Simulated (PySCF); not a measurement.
**ClH3Si: core ionisation energies**

Compound: ClH3Si.
Bonds: Si1–Cl2. Hydrogens: H3, H4, H5 on Si1.

Computed with PySCF, delta-SCF UKS SCAN, pcX-3 on the ionised atom, pcseg-2 elsewhere, spin-free X2C. Vertical ΔSCF values, vacuum level as zero.

Question: Give the core binding energies atom by atom.

Answer: 
| atom(s) | environment | level | binding energy (eV) | 2p1/2 (eV) | count |
| --- | --- | --- | --- | --- | --- |
| Si1 | chlorine-bound silicon | Si 2p3/2 | 108.00 | 108.62 | 1 |
| Si1 | chlorine-bound silicon | Si 1s | 1847.93 | – | 1 |
| Cl2 | silicon-bound chlorine | Cl 2p3/2 | 206.18 | 207.84 | 1 |
| Cl2 | silicon-bound chlorine | Cl 1s | 2828.86 | – | 1 |

Question: Give the binding energy of Si 2p3/2 of Si1 in hartree and in kJ/mol.

Answer: 108.00 eV = 3.9689 Eh = 10420 kJ/mol.

Question: What is the longest wavelength that can ionise Si 2p3/2 of Si1 vertically?

Answer: λ = hc/E = 12398.42 eV Å / 108.00 eV = 114.800 Å.

Spin–orbit coupling isn't in the SCF: each 2p doublet comes from a relaxed spin-free hole plus a matrix of the shell (mean-field spin–orbit coupling and the ground-state 2p splitting), with 2p3/2 averaged over its two sublevels. 2p1/2 minus 2p3/2 (ligand field included): Si 0.63 eV, Cl 1.66 eV. Isolated species at its PBE0-D3(BJ)/def2-TZVP geometry, gas phase.
